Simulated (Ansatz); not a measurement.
# ClH₄NSi (built from SMILES N[SiH2]Cl): functionals against CCSD(T) at one geometry

Aim: energy, forces and dipole at a displaced guess of a reacting structure, from CCSD(T) and from density functionals.

Method: single points in def2-TZVPP; program: Ansatz 0.2.0, Gaussian basis.

Correlated methods freeze the cores.

**1. Starting geometry**

7 atoms, charge 0, spin multiplicity 1.

Atoms are counted from 1 here; the program's logs count them from 0.

Bond lengths: Si1–N3 1.708 Å, Si1–H5 1.298 Å, Si1–Cl6 2.069 Å, N3–H7 0.953 Å. Angles: N3–Si1–H5 136.1°, N3–Si1–Cl6 115.1°, H5–Si1–Cl6 102.4°, Si1–N3–H7 125.5°.

Geometry (Å):

```xyz
7
ClH4NSi
Si   -0.6197   -0.1268    0.1256
H     0.6186    0.7844    1.1208
N     0.7143    0.3206   -0.8422
H     1.1322    0.9431    0.2603
H    -1.8568    0.2463    0.2435
Cl   -0.7104   -2.1341    0.6201
H     0.8189    0.1183   -1.7680
```

**2. CCSD(T)/def2-TZVPP**

run/in.yaml

```yaml
crystal:
  periodic: [false, false, false]
  atoms:
    - {symbol: Si, position_ang: [-0.619700, -0.126800, 0.125600]}
    - {symbol: H, position_ang: [0.618600, 0.784400, 1.120800]}
    - {symbol: N, position_ang: [0.714300, 0.320600, -0.842200]}
    - {symbol: H, position_ang: [1.132200, 0.943100, 0.260300]}
    - {symbol: H, position_ang: [-1.856800, 0.246300, 0.243500]}
    - {symbol: Cl, position_ang: [-0.710400, -2.134100, 0.620100]}
    - {symbol: H, position_ang: [0.818900, 0.118300, -1.768000]}
basis:
  gaussian: {orbitals: def2-TZVPP}
correlation: {method: ccsd_t}
output: {forces: true}
```

No record of the launch command was kept for these runs.

**3. PBE0-D4/def2-TZVPP**

run/in.yaml: that of step 2 with these lines changed.

```diff
@@ -12,3 +12,3 @@
   gaussian: {orbitals: def2-TZVPP}
-correlation: {method: ccsd_t}
-output: {forces: true}
+hamiltonian: {xc: pbe0, dispersion: d4}
+output: {forces: true, orbitals: {seedname: orbitals}}
```

**4. wB97M-V/def2-TZVPP**

run/in.yaml: that of step 3 with these lines changed.

```diff
@@ -12,3 +12,3 @@
   gaussian: {orbitals: def2-TZVPP}
-hamiltonian: {xc: pbe0, dispersion: d4}
-output: {forces: true, orbitals: {seedname: orbitals}}
+hamiltonian: {xc: {name: wB97M-V}}
+output: {forces: true}
```

**5. r2SCAN-D4/def2-TZVPP**

run/in.yaml: that of step 4 with these lines changed.

```diff
@@ -12,3 +12,3 @@
   gaussian: {orbitals: def2-TZVPP}
-hamiltonian: {xc: {name: wB97M-V}}
+hamiltonian: {xc: r2scan, dispersion: d4}
 output: {forces: true}
```

**6. PBE-D4/def2-TZVPP**

run/in.yaml: that of step 5 with these lines changed.

```diff
@@ -12,3 +12,3 @@
   gaussian: {orbitals: def2-TZVPP}
-hamiltonian: {xc: r2scan, dispersion: d4}
+hamiltonian: {xc: pbe, dispersion: d4}
 output: {forces: true}
```

**7. SPW92/def2-TZVPP**

run/in.yaml: that of step 6 with these lines changed.

```diff
@@ -12,3 +12,3 @@
   gaussian: {orbitals: def2-TZVPP}
-hamiltonian: {xc: pbe, dispersion: d4}
+hamiltonian: {xc: lda}
 output: {forces: true}
```

**8. r2SCAN0-D4/def2-TZVPP**

run/in.yaml: that of step 7 with these lines changed.

```diff
@@ -12,3 +12,3 @@
   gaussian: {orbitals: def2-TZVPP}
-hamiltonian: {xc: lda}
+hamiltonian: {xc: {name: r2SCAN0}, dispersion: d4}
 output: {forces: true}
```

(Steps that only read results are left out.)

Before running it: what results should come out? Wanted: energy less free atoms, CCSD(T)/def2-TZVPP; RMS force component; RMS force error; HOMO and LUMO, PBE0-D4; T1 diagnostic.

**Answer**, as computed:

| quantity | value |
| --- | --- |
| energy less free atoms, CCSD(T)/def2-TZVPP | -1756.2 kJ/mol |
| RMS force component | 2.477 to 2.619 eV/Å over the methods |
| RMS force error | PBE0-D4 0.094, wB97M-V 0.096, r2SCAN-D4 0.095, PBE-D4 0.182, SPW92 0.178, r2SCAN0-D4 0.154 eV/Å |
| HOMO and LUMO, PBE0-D4 | -7.42 and -2.03 eV |
| T1 diagnostic | 0.015 |

In words: Against CCSD(T) the functionals' energies less atoms differ by -395.8 to -32.2 kJ/mol, PBE-D4 by -118.3 kJ/mol. CCSD(T) in triple zeta still lacks some correlation energy of the bonds, so part of these gaps is its own basis error and they don't rank the functionals. On forces the order runs from PBE0-D4 to PBE-D4. Frozen-core CCSD(T) forces in triple zeta carry basis errors of their own, and this is one geometry, so small gaps rank nothing.
